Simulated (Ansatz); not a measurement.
# H5OPSi: small, medium and large basis sets

Aim: see how fast density functionals converge with the basis set for H5OPSi.

Computed with Ansatz 0.2.0, Gaussian basis. Level: one geometry, several basis sets.

The runs, in order: PBE0-D4/def2-SVP; ωB97M-V/def2-SVP; PBE0-D4/def2-QZVPP; ωB97M-V/def2-QZVPP; the functionals' def2-TZVPP values are taken from earlier runs.

### Step 1. The geometry

An earlier PBE0-D4 in a triple-zeta def2 set relaxation fixed the geometry.

SMILES `[SiH3]OP`, 8 atoms, charge 0, spin multiplicity 1.

Atoms are counted from 1 here; the program's logs count them from 0.

Bond lengths: Si1–O2 1.650 Å, Si1–H4 1.486 Å, Si1–H5 1.481 Å, Si1–H6 1.486 Å, O2–P3 1.645 Å, P3–H7 1.424 Å, P3–H8 1.426 Å. Angles: O2–Si1–H4 110.4°, O2–Si1–H5 106.6°, O2–Si1–H6 110.3°, H4–Si1–H5 109.8°, H4–Si1–H6 109.2°, H5–Si1–H6 110.5°, Si1–O2–P3 128.7°, O2–P3–H7 98.0°, O2–P3–H8 98.9°, H7–P3–H8 91.9°.

### Step 2. PBE0-D4 in def2-SVP

Input file in.yaml:

```yaml
crystal:
  periodic: [false, false, false]
  atoms:
    - {symbol: Si, position_ang: [-0.741076, 0.921482, -0.518516]}
    - {symbol: O, position_ang: [0.508234, -0.112816, -0.217256]}
    - {symbol: P, position_ang: [0.707150, -1.143408, 1.049265]}
    - {symbol: H, position_ang: [-1.873473, 0.194858, -1.148770]}
    - {symbol: H, position_ang: [-0.224601, 1.949780, -1.450840]}
    - {symbol: H, position_ang: [-1.207065, 1.550045, 0.744921]}
    - {symbol: H, position_ang: [2.123630, -1.048667, 1.160062]}
    - {symbol: H, position_ang: [0.799402, -2.368472, 0.325234]}
basis:
  gaussian: {orbitals: def2-SVP}
hamiltonian: {xc: pbe0, dispersion: d4}
output: {orbitals: {seedname: orbitals}}
```

Command:

```
> ansatz run in.yaml --threads 2 --pin off --events-out ev --progress --plain --max-ram 4352MiB
```

After this run come: ωB97M-V in def2-SVP; PBE0-D4 in def2-QZVPP; ωB97M-V in def2-QZVPP.

**Question.** What will the summary of the whole plan be? Wanted: PBE0-D4: double and triple zeta above quadruple; ωB97M-V: double and triple zeta above quadruple.

The runs gave:

| quantity | value |
| --- | --- |
| PBE0-D4: double and triple zeta above quadruple | 9.59, 0.72 eV |
| ωB97M-V: double and triple zeta above quadruple | 9.64, 0.67 eV |

For PBE0-D4 the step from double to triple zeta gains 8.87 eV and the next only 0.72 eV. Total energies overstate the basis error of differences, where much of it tends to cancel. The LUMO of ωB97M-V is positive and keeps falling with the basis (1.97 to 1.00 eV): an unbound level that the basis holds in place.
